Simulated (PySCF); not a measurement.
Q: Write Cartesian coordinates for InChI=1S/C3H3N3/c1-4-2-6-3-5-1/h1-3H as optimised with PBE0-D3(BJ)/def2-SVP.

A: 
```xyz
9
C3H3N3 angstrom
C      1.154   -0.586   -0.204
N      0.094   -1.389   -0.178
C     -1.068   -0.773   -0.368
N     -1.227    0.531   -0.572
C     -0.096    1.230   -0.577
N      1.122    0.728   -0.399
H      2.138   -1.047   -0.051
H     -1.973   -1.393   -0.356
H     -0.175    2.312   -0.742
```

Orientation and origin are arbitrary. Atoms count from 1 in this order. The 6 heavy atoms lie in one plane (0.000 Å rms). The 6-membered ring C1–N2–C3–N4–C5–N6 has internal angles of 114.5° to 125.5° (sum 720°, against 720° for a flat polygon); it is planar, 0.00 Å rms from its mean plane, widest ring torsion 0°. All 6 C–N bonds measure 1.329 to 1.330 Å.

Bonds between heavy atoms (Å): C1–N2 1.330, N2–C3 1.329, C3–N4 1.329, N4–C5 1.329, C5–N6 1.329, C1–N6 1.329.

Level of theory: PBE0-D3(BJ)/def2-SVP geometry optimisation, gas phase (PySCF 2.14.0).

Point group: D3h (every atom within 0.08 Å of its image). Not checked by PBE0-D3(BJ)/def2-SVP frequencies.
